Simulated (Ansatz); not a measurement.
# C3H4FN: small, medium and large basis sets

One table from this session's results is given with a row withheld; the runs are named, their logs left out.

Computed with Ansatz 0.2.0, Gaussian basis. Level: one geometry, several basis sets.

Plan: PBE0-D4/def2-SVP; ωB97M-V/def2-SVP; PBE0-D4/def2-QZVPP; ωB97M-V/def2-QZVPP; the functionals' def2-TZVPP values are taken from earlier runs.

### The geometry

An earlier PBE0-D4 in a triple-zeta def2 set relaxation fixed the geometry.

9 atoms, charge 0, spin multiplicity 1.

Atoms are counted from 1 here; the program's logs count them from 0.

Bond lengths: N1–C2 1.252 Å, N1–H6 1.022 Å, C2–C3 1.462 Å, C2–C4 1.464 Å, C3–C4 1.526 Å, C3–H7 1.086 Å, C3–H8 1.087 Å, C4–F5 1.361 Å, C4–H9 1.086 Å. Angles: C2–N1–H6 110.4°, N1–C2–C3 144.7°, N1–C2–C4 152.0°, C3–C2–C4 62.9°, C2–C3–C4 58.6°, C2–C3–H7 121.7°, C2–C3–H8 115.6°, C4–C3–H7 117.7°, C4–C3–H8 116.7°, H7–C3–H8 114.9°, C2–C4–C3 58.5°, C2–C4–F5 119.8°, C2–C4–H9 120.2°, C3–C4–F5 118.9°, C3–C4–H9 117.8°, F5–C4–H9 112.0°.

Coordinates:

```xyz
9

N    -0.6727    0.5388    1.7008
C    -0.2076    0.1178    0.6173
C     0.9973   -0.3605   -0.0596
C    -0.3036   -0.1258   -0.8229
F    -0.3809    0.9265   -1.6825
H    -1.6347    0.8602    1.5750
H     1.3431   -1.3841    0.0459
H     1.7836    0.3772   -0.1959
H    -0.8362   -0.9963   -1.1953
```

The first run:

Input file in.yaml:

```yaml
crystal:
  periodic: [false, false, false]
  atoms:
    - {symbol: N, position_ang: [-0.672660, 0.538793, 1.700769]}
    - {symbol: C, position_ang: [-0.207596, 0.117849, 0.617306]}
    - {symbol: C, position_ang: [0.997308, -0.360500, -0.059552]}
    - {symbol: C, position_ang: [-0.303609, -0.125791, -0.822906]}
    - {symbol: F, position_ang: [-0.380904, 0.926460, -1.682493]}
    - {symbol: H, position_ang: [-1.634715, 0.860229, 1.574972]}
    - {symbol: H, position_ang: [1.343137, -1.384117, 0.045914]}
    - {symbol: H, position_ang: [1.783640, 0.377188, -0.195860]}
    - {symbol: H, position_ang: [-0.836202, -0.996313, -1.195350]}
basis:
  gaussian: {orbitals: def2-SVP}
hamiltonian: {xc: pbe0, dispersion: d4}
output: {orbitals: {seedname: orbitals}}
```

Run with:

```
$ ansatz run in.yaml --threads 2 --pin off --events-out ev --progress --plain --max-ram 4352MiB
```

Steps of the session up to this table: PBE0-D4 in def2-SVP; ωB97M-V in def2-SVP; PBE0-D4 in def2-QZVPP; ωB97M-V in def2-QZVPP.

One table of the session follows, with a row left open; its other results are not shown here.

It belongs to the step «Functionals by basis». 

```
functional       basis  HOMO (eV)
   PBE0-D4    def2-SVP      -7.18
   PBE0-D4  def2-TZVPP      -7.35
   PBE0-D4  def2-QZVPP      -7.40
   ωB97M-V    def2-SVP      -9.48
   ωB97M-V  def2-TZVPP          ?
   ωB97M-V  def2-QZVPP      -9.72
```

Q: Estimate the row for ωB97M-V, def2-TZVPP from the others.

The run gave: HOMO (eV): -9.67. In the column «HOMO (eV)» it lies between ωB97M-V, def2-QZVPP (-9.72) and ωB97M-V, def2-SVP (-9.48).
